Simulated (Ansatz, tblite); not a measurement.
Cost and result up the ladder for the cluster B2H4⁻ (6 atoms). The state is a doublet with charge -1. Geometry: PBE-D4/def2-TZVPD.

```xyz
6

B     0.1303    0.7335    0.3530
B    -0.1302   -0.7335   -0.3529
H    -1.0893   -1.4584   -0.0875
H    -0.6132    1.2240    1.2030
H     1.0893    1.4584    0.0875
H     0.6131   -1.2239   -1.2030
```

Ansatz on 4 threads of Arm Neoverse V1 on a shared host; xTB runs through tblite on one thread. Times are rough, summed over both states, and most runs start from the orbitals of an earlier one. CCSD(T)/def2-TZVPPD serves as the yardstick here, not as an exact answer. The other state is a singlet.

The xTB rows come from tblite. Correlated methods freeze 2 core orbitals. The structure comes from a short search, and lower isomers may exist.

Correlated methods converge slowly with the basis.

Raw xTB energies of ions are shifted by several eV, and xTB has no spin-polarisation term.

```
                             level  functions  vertical IE (eV)  difference from CCSD(T)/def2-TZVPPD (eV)                       remarks
               CCSD(T)/def2-TZVPPD        142              1.52                                      0.00                             –
r2SCAN-D4/def2-TZVPD (with forces)        110              1.90                                      0.38  HOMO above zero (-1 doublet)
                PBE0-D4/def2-TZVPD        110              1.78                                      0.26  HOMO above zero (-1 doublet)
                          GFN1-xTB         16              5.97                                      4.45                             –
                 PBE-D4/def2-TZVPD        110              1.91                                      0.39  HOMO above zero (-1 doublet)
                          GFN2-xTB         12              4.57                                      3.05                             –
```

(1) Estimate how long each takes.

## Answers

(1) GFN2-xTB 0.003 s; GFN1-xTB 0.004 s; PBE-D4/def2-TZVPD 1.2 s; PBE0-D4/def2-TZVPD 1.6 s; r2SCAN-D4/def2-TZVPD (with forces) 2.7 s; CCSD(T)/def2-TZVPPD 14 s. On shared hardware such times vary by a factor of up to 3.
